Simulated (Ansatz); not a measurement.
## BH3⁺, doublet along the distance B1-H2

Starting geometry (PBE0/def2-TZVP stationary point for this spin, not checked as a minimum):

```xyz
4

B     0.0000    0.0000    0.0681
H     0.0000    0.7178   -0.9866
H     0.0000    0.0000    1.2424
H     0.0000   -0.7178   -0.9866
```

From there H2 moves along the line of the two atoms named below, all else staying in place; atoms are numbered as listed. Energies are in kJ/mol, counted from the starting geometry at the same level. Kohn–Sham curves are unrestricted where that lies lower.

Basis cc-pVDZ; Ansatz 0.2.0. Only valence electrons are correlated (noble-gas cores frozen).

In so small a basis the reference is far from its limit while semilocal and hybrid functionals are nearer theirs (RPA and double hybrids share much of the reference's basis error), so the functionals' errors here hold much of the reference's basis and frozen-core error, which can add to them or hide them.

Full CI is exact within this basis and frozen core; it isn't the basis-set limit.

| distance B1-H2 (Å) | full CI | PBE | BLYP | r2SCAN | PBE0 | B3LYP | r2SCANh | wB97M-V | B2PLYP | RPA-PBE |
| --- | --- | --- | --- | --- | --- | --- | --- | --- | --- | --- |
| 1.020 | 87.8 | 91.4 | 89.3 | 86.3 | 87.3 | 86.1 | 85.3 | 85.8 | 84.8 | 93.0 |
| 1.135 | 22.6 | 24.9 | 24.3 | 22.1 | 22.5 | 22.4 | 21.5 | 21.9 | 21.4 | 25.4 |
| 1.276 | 0.0 | 0.0 | 0.0 | 0.0 | 0.0 | 0.0 | 0.0 | 0.0 | 0.0 | 0.0 |
| 1.371 | 4.0 | 2.5 | 2.2 | 4.1 | 4.1 | 3.7 | 4.4 | 4.2 | 4.4 | 2.4 |
| 1.592 | 36.1 | 32.2 | 30.1 | 35.9 | 37.0 | 34.7 | 37.0 | 37.2 | 37.0 | 32.2 |
| 1.770 | 63.8 | 60.2 | 56.3 | 64.5 | 66.2 | 62.6 | 65.8 | 65.8 | 65.2 | 59.1 |
| 2.000 | 88.1 | 87.7 | 82.3 | 93.6 | 94.2 | 89.6 | 95.1 | 91.4 | 91.2 | 83.3 |
| 2.351 | 103.3 | 111.2 | 104.9 | 121.1 | 117.6 | 112.6 | 122.5 | 112.4 | 111.2 | 100.7 |
| 2.801 | 107.9 | 126.3 | 119.3 | 139.1 | 132.3 | 127.5 | 140.3 | 126.4 | 122.4 | 110.0 |
| 3.418 | 110.2 | 136.6 | 129.1 | 151.3 | 142.8 | 138.6 | 152.5 | 135.5 | 129.8 | 112.8 |
| 4.270 | 111.7 | 140.0 | 132.0 | 156.6 | 149.0 | 145.0 | 158.8 | 140.3 | 133.4 | 99.1 |

r2SCANh at 4.270 Å lies 47.1 kJ/mol (42 %) above the reference in this basis. B2PLYP at 4.270 Å lies 21.7 kJ/mol (19 %) above the reference in this basis. wB97M-V at 4.270 Å lies 28.5 kJ/mol (26 %) above the reference in this basis. B3LYP at 4.270 Å lies 33.2 kJ/mol (30 %) above the reference in this basis.
